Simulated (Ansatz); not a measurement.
Chalcopyrite ZnGeP2, treated with PBEsol+SOC (Ansatz, an electronic-structure program, plane waves, PAW).

Numerical settings: plane-wave cutoff 520 eV, 10×10×10 k mesh, Fermi–Dirac smearing 0.01 eV, PAW data made under PBE.

Cell (measured lattice):

```
CELL_PARAMETERS angstrom
     -2.73000     2.73000     5.35500
      2.73000    -2.73000     5.35500
      2.73000     2.73000    -5.35500
ATOMIC_POSITIONS crystal
  Zn 0.00000 0.00000 0.00000
  Zn 0.75000 0.25000 0.50000
  Ge 0.50000 0.50000 0.00000
  Ge 0.25000 0.75000 0.50000
  P  0.87500 0.87283 0.49783
  P  0.12717 0.62500 0.00217
  P  0.37500 0.37717 0.50217
  P  0.62283 0.12500 0.99783
```

Q: What does this level give for the band gap and smallest direct gap on the k points sampled?

A: 
- band gap = 1.07 eV (indirect)
- smallest direct gap on the k points sampled = 1.22 eV

Measured, for comparison: band gap 2.05 eV (temperature not stated, not corrected to a static lattice, pseudodirect, our sources range from 1.80 to 2.20; as tabulated in Rashkeev et al. (1999), arXiv:cond-mat/9809378). Computed (rounded) less measured: band gap not scored (sources differ).

Note: cell and atoms aren't relaxed at this level (pressure -1.1 GPa).

Static lattice: no zero-point or thermal effects.
